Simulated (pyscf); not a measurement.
H₃C–In(OH)–OH (SMILES [CH3][In]([OH])[OH]) + H• (SMILES [H]) → CH₄ (SMILES C) + [HO–In–OH]• (SMILES [OH][In][OH]) (substitution at C; doublet surface; C–In broken, C–H formed). PySCF, gas phase, ωB97X-D3(BJ)/def2-SVP geometries. Energies in kcal/mol from the separated reactants.

| level | barrier | reaction energy |
|---|---|---|
| ωB97X-D3(BJ)/def2-TZVP | 14.3 | -42.1 |
| PBE/def2-TZVP | 4.1 | -47.9 |
| r²SCAN/def2-TZVP | … | -48.5 |
| B3LYP-D3(BJ)/def2-TZVP | 5.6 | -50.3 |
| M06-2X/def2-TZVP | 11.5 | -46.7 |
| ωB97M-D3(BJ)/def2-TZVP | … | … |

Task: Fill in the missing entries.

Result: 
- r²SCAN/def2-TZVP, barrier: 4.4
- ωB97M-D3(BJ)/def2-TZVP, barrier: 12.7
- ωB97M-D3(BJ)/def2-TZVP, reaction energy: -46.1

The functionals in the table span 10.3 kcal/mol in this barrier, from PBE to ωB97X-D3(BJ). Abstraction by the radical was not located in this set and often lies lower. This is the saddle that the search found; another between the same sides may lie lower. The angle at the attacked C is 177°. Elements past Kr carry the def2 core potentials, without spin-orbit coupling.
